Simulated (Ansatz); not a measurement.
**[BF2]+ (SMILES F[B+]F): the vertical ionisation energy, rung by rung**

The species is [BF2]+ (3 atoms), meant as a singlet with charge +1. As SMILES, `F[B+]F`. The coordinates come from a GFN2-xTB relaxation.

```xyz
3

F     0.3274    1.1339    0.3057
B     0.0007   -0.0003    0.0004
F    -0.3281   -1.1336   -0.3060
```

Quantity: the vertical ionisation energy (to the doublet dication), in eV. The values are calculated.

| level | kind | program | value (eV) | less FCI/STO-3G |
| --- | --- | --- | --- | --- |
| HF/STO-3G | Hartree–Fock | Ansatz | 23.18 | +0.30 |
| SVWN5/STO-3G | LDA | Ansatz | 24.17 | +1.29 |
| PBE/STO-3G | GGA | Ansatz | 23.96 | +1.08 |
| r2SCAN0/STO-3G | hybrid meta-GGA | Ansatz | 24.29 | +1.41 |
| CAM-B3LYP/STO-3G | range-separated hybrid | Ansatz | 24.28 | +1.40 |
| B2PLYP/STO-3G | double hybrid | Ansatz | 23.94 | +1.06 |
| BCCD(T)/STO-3G | coupled cluster or CI | Ansatz | 22.95 | +0.07 |
| FCI/STO-3G | exact in the basis | Ansatz | 22.88 | 0.00 |

FCI/STO-3G is exact within its basis and frozen core, so for wave-function methods in that basis the difference is their error; functionals converge differently with the basis, so for them it is only a difference. The values span 22.88 to 24.29 eV. Spin contamination of the reference (⟨S²⟩ at least 0.1 too high) touches HF/STO-3G, BCCD(T)/STO-3G. All rows use very small basis sets, so none should be taken for the real molecule's value.
